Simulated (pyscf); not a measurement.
F–Ti(F)(F)–F + boron trichloride (Cl–B(Cl)–Cl) → F–B(Cl)–Cl + F–Ti(F)(F)–Cl (four-centre exchange; singlet surface; F–Ti, B–Cl broken, B–F, Cl–Ti formed). Structures and frequencies: ωB97X-D3(BJ)/def2-SVP in PySCF. Rate constants from transition-state theory, ωB97M-D3(BJ)/def2-TZVP energies (ideal gas, 1 atm, RRHO with modes under 100 cm⁻¹ raised to 100, one conformer, R ln 2 for chiral ones without a mode under 150 cm⁻¹; no tunnelling), k in cm³ molecule⁻¹ s⁻¹.

| T (K) | 1000/T | log10 k |
|---|---|---|
| 298 | 3.354 | -17.75 |
| 600 | 1.667 | ? |
| 900 | 1.111 | -14.46 |
| 1200 | 0.833 | -13.85 |

Question: Fit an Arrhenius line to the three values, give the activation energy, and predict k at 600 K.

Answer: Least squares gives log10 k = -12.68 − 1.52 × 1000/T, so Ea = 1.52 × ln 10 × 1.987 = 7.0 kcal/mol, against an electronic barrier of 4.0. At 600 K the line gives -15.21; the computed value is -15.45 (ΔG‡ = 26.0 kcal/mol), a factor 1.7 under the line, since the plot is curved. On the reactant side the descent ends in a complex, 4.3 kcal/mol under the separated species and 4.8 kcal/mol under the saddle at ωB97X-D3(BJ)/def2-TZVP. At ωB97X-D3(BJ) the barrier from the zero used here is 0.6 kcal/mol. One saddle was located; it need not be the lowest between these sides.
